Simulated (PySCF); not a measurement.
# C5H7F: the cost of one run

Computed with PySCF 2.14.0, with density-fitted response routines of our own, on a single molecule in the gas phase. Atoms count from 0, in the outputs and in this text.

### 1 The molecule as given

13 atoms, charge 0, multiplicity 1; geometry from: GFN2-xTB. The atoms were then displaced at random by about 0.01 Å, so the start is not that level's minimum.

Bonds of the start (Å): C0–C1 1.50, C1–C2 1.31, C2–C3 1.48, C3–C4 1.54, C4–F5 1.37, C3–C1 1.47, C0–H6 1.07, C0–H7 1.09, C0–H8 1.10, C2–H9 1.06, C3–H10 1.08, C4–H11 1.08, C4–H12 1.10.

### 2 Geometry optimisation at PBE0-D3(BJ)/def2-SVP

What the job is given:

```
{"job": {"xc": "PBE0", "basis": "def2-SVP", "d3": "d3bj", "grid": 1, "shake": 0.01, "kind": "geom"}, "charge": 0, "multiplicity": 1}
C      1.980750    -0.184190     0.219710
C      0.663280     0.474230    -0.039490
C     -0.186720     1.470900    -0.001160
C     -0.660970     0.215060    -0.623920
C     -1.681980    -0.660140     0.116400
F     -1.400510    -1.988780    -0.068210
H      1.826310    -1.047840     0.832710
H      2.417400    -0.475980    -0.732430
H      2.639970     0.531340     0.736500
H     -0.420450     2.471390     0.264960
H     -0.817320     0.151890    -1.691650
H     -2.699650    -0.506370    -0.220980
H     -1.654300    -0.468390     1.197250
```

The run is started by

```
> OMP_NUM_THREADS=1 python probes_run.py task.json out
```

This one command runs all jobs of the session in turn.

Q: Estimate the wall time and peak memory of this first job on 1 thread of Arm Neoverse V1, shared host.

About 63 s, with a peak of 0.51 GiB.
